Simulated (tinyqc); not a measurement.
RHF in the sto-6g basis, for HF, spin multiplicity 1, step by step (part 2 of 2). Computed by tinyqc, a small Python program that keeps every step (integrals from PySCF). Command: `OMP_NUM_THREADS=1 python tinyqc.py 20715 20716 out.jsonl` (the two numbers bound the seeds that draw the settings). One thread of a shared host (Intel(R) Xeon(R) Processor @ 2.60GHz), about 0.08 s of CPU time with the checks.

Geometry (angstrom):
```
atom         x         y         z
F     0.000000  0.000000  0.000000
H     0.000000  0.000000  1.025000
```

## Iteration 8 (converged): orbitals

converged F (hartree), order 1F 1s, 1F 2s, 1F 2px, 1F 2py, 1F 2pz, 2H 1s:
$$\begin{pmatrix}
-26.243889 & -6.370105 & 0.000000 & 0.000000 & -0.020218 & -1.090962 \\
-6.370105 & -2.903671 & 0.000000 & 0.000000 & -0.066623 & -0.942369 \\
0.000000 & 0.000000 & -0.471379 & 0.000000 & 0.000000 & 0.000000 \\
0.000000 & 0.000000 & 0.000000 & -0.471379 & 0.000000 & 0.000000 \\
-0.020218 & -0.066623 & 0.000000 & 0.000000 & -0.312097 & -0.528149 \\
-1.090962 & -0.942369 & 0.000000 & 0.000000 & -0.528149 & -0.467071
\end{pmatrix}$$

X, order 1F 1s, 1F 2s, 1F 2px, 1F 2py, 1F 2pz, 2H 1s:
$$\begin{pmatrix}
1.021882 & -0.127124 & 0.000000 & 0.000000 & -0.005345 & 0.018226 \\
-0.127124 & 1.091260 & 0.000000 & 0.000000 & 0.055510 & -0.231768 \\
0.000000 & 0.000000 & 1.000000 & 0.000000 & 0.000000 & 0.000000 \\
0.000000 & 0.000000 & 0.000000 & 1.000000 & 0.000000 & 0.000000 \\
-0.005345 & 0.055510 & 0.000000 & 0.000000 & 1.043925 & -0.184036 \\
0.018226 & -0.231768 & 0.000000 & 0.000000 & -0.184036 & 1.111938
\end{pmatrix}$$

Diagonalise F' = X^T F X, C = X C', fill 5 alpha and 5 beta electrons from the bottom; D = 2 C_occ C_occ^T. Each column has its largest component positive (the first on a tie).

F' = X^T F X (hartree):
$$\begin{pmatrix}
-25.833101 & -3.179460 & 0.000000 & 0.000000 & -0.039538 & -0.156382 \\
-3.179460 & -1.722400 & 0.000000 & 0.000000 & 0.084648 & -0.472289 \\
0.000000 & 0.000000 & -0.471379 & 0.000000 & 0.000000 & 0.000000 \\
0.000000 & 0.000000 & 0.000000 & -0.471379 & 0.000000 & 0.000000 \\
-0.039538 & 0.084648 & 0.000000 & 0.000000 & -0.149306 & -0.521659 \\
-0.156382 & -0.472289 & 0.000000 & 0.000000 & -0.521659 & -0.046826
\end{pmatrix}$$

orbital energies (hartree): MO1 -26.247145, MO2 -1.457646, MO3 -0.560298, MO4 -0.471379, MO5 -0.471379, MO6 0.513456

coefficients C, order 1F 1s, 1F 2s, 1F 2px, 1F 2py, 1F 2pz, 2H 1s:
$$\begin{pmatrix}
0.997127 & -0.240384 & 0.064900 & 0.000000 & 0.000000 & 0.067124 \\
0.012553 & 0.965665 & -0.363816 & 0.000000 & 0.000000 & -0.445845 \\
0.000000 & 0.000000 & 0.000000 & -0.001272 & 0.999999 & 0.000000 \\
0.000000 & 0.000000 & 0.000000 & 0.999999 & 0.001272 & 0.000000 \\
0.001629 & 0.060581 & 0.695673 & 0.000000 & 0.000000 & -0.799453 \\
-0.002799 & 0.128558 & 0.551270 & 0.000000 & 0.000000 & 1.001944
\end{pmatrix}$$

D after iteration 8, order 1F 1s, 1F 2s, 1F 2px, 1F 2py, 1F 2pz, 2H 1s:
$$\begin{pmatrix}
2.112518 & -0.486452 & 0.000000 & 0.000000 & 0.064422 & 0.004166 \\
-0.486452 & 2.130056 & 0.000000 & 0.000000 & -0.389152 & -0.152904 \\
0.000000 & 0.000000 & 2.000000 & 0.000000 & 0.000000 & 0.000000 \\
0.000000 & 0.000000 & 0.000000 & 2.000000 & 0.000000 & 0.000000 \\
0.064422 & -0.389152 & 0.000000 & 0.000000 & 0.975269 & 0.782575 \\
0.004166 & -0.152904 & 0.000000 & 0.000000 & 0.782575 & 0.640867
\end{pmatrix}$$

Within a degenerate level the vectors are fixed only up to a rotation; this is one choice.

## Convergence

Stop when the energy changes by less than 1e-10 hartree and every element of the error matrix X^T (F D S - S D F) X is below 3e-06.

Course of the cycle:
```
iteration   E (hartree)     change  largest element of the error matrix
1          -85.48176427          -                             1.82e+01
2          -99.21323297  -1.37e+01                             5.93e-01
3          -99.49278070  -2.80e-01                             7.19e-02
4          -99.49598500  -3.20e-03                             6.98e-03
5          -99.49614732  -1.62e-04                             2.80e-03
6          -99.49617614  -2.88e-05                             5.80e-04
7          -99.49617753  -1.39e-06                             9.29e-06
8          -99.49617753  -7.61e-11                             1.78e-08
```

PySCF RHF in the same basis = -99.49617753 hartree

Converged in 8 iterations.

## Populations, bond orders and dipole

overlap S, order 1F 1s, 1F 2s, 1F 2px, 1F 2py, 1F 2pz, 2H 1s:
$$\begin{pmatrix}
1.000000 & 0.232479 & 0.000000 & 0.000000 & 0.000000 & 0.039482 \\
0.232479 & 1.000000 & 0.000000 & 0.000000 & 0.000000 & 0.382870 \\
0.000000 & 0.000000 & 1.000000 & 0.000000 & 0.000000 & 0.000000 \\
0.000000 & 0.000000 & 0.000000 & 1.000000 & 0.000000 & 0.000000 \\
0.000000 & 0.000000 & 0.000000 & 0.000000 & 1.000000 & 0.309380 \\
0.039482 & 0.382870 & 0.000000 & 0.000000 & 0.309380 & 1.000000
\end{pmatrix}$$

Mulliken: Z minus the diagonal of D S on the atom; Loewdin: the same with S^(1/2) D S^(1/2); Mayer order: 2 sum_s sum (D(s) S)_ij (D(s) S)_ji over the two atoms.

Charges (e):
```
atom   Mulliken    Loewdin
1F    -0.175398  -0.134498
2H     0.175398   0.134498
```

Mayer bond orders:
```
pair     order
2-1   0.969235
```

dipole moment about the origin, x y z (debye): [0.000000, 0.000000, 1.236411]
